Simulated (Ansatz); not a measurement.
Geometry optimisation, Ansatz 0.2.0, RKS B3LYP-D4/def2-SVP.

input.yaml

```yaml
crystal:
  periodic: [false, false, false]
  atoms:
    - { symbol: C, position_ang: [-0.95686, 1.06064, -0.80793] }
    - { symbol: Si, position_ang: [0.75853, 0.68075, -0.6318] }
    - { symbol: C, position_ang: [0.80513, -0.80471, 0.60617] }
    - { symbol: H, position_ang: [-1.79296, 0.55132, -0.31283] }
    - { symbol: H, position_ang: [-1.28716, 1.87307, -1.45983] }
    - { symbol: H, position_ang: [0.37818, -0.54777, 1.58329] }
    - { symbol: H, position_ang: [1.83568, -1.13405, 0.79152] }
    - { symbol: H, position_ang: [0.25946, -1.67926, 0.23141] }
total_charge: -1
basis:
  gaussian: { orbitals: def2-SVP }
hamiltonian:
  xc: b3lyp
  dispersion: d4
relax:
  f_tol: 0.015
  max_steps: 40
output:
  orbitals: {}
```

Launched with:

```bash
$ ansatz run input.yaml --threads 1 --pin off --max-ram 2048MiB --backend cpu --events-out ev --progress --plain --runs-dir out
```

Task: Where does it end, and by what steps?

Result: It converged. Limits of this set-up: an anion without diffuse functions, the dipole of an ion depends on the origin. After 5 steps the energy has fallen by 0.045 eV; Si2 moved furthest, 0.08 Å.

| step | energy less start (eV) | largest force component (eV/Å) | accepted |
| --- | --- | --- | --- |
| 0 | 0.0000 | 0.730 | yes |
| 1 | -0.0350 | 0.268 | yes |
| 2 | -0.0447 | 0.096 | yes |
| 3 | -0.0435 | 0.090 | no |
| 4 | -0.0451 | 0.036 | yes |
| 5 | -0.0453 | 0.014 | yes |

```xyz
8
Properties=species:S:1:pos:R:3
C -0.932 1.051 -0.800
Si 0.803 0.731 -0.681
C 0.804 -0.801 0.602
H -1.740 0.508 -0.273
H -1.325 1.856 -1.445
H 0.339 -0.518 1.567
H 1.824 -1.169 0.826
H 0.227 -1.659 0.205
```

The run took 14 s on 1 CPU thread of a shared host.
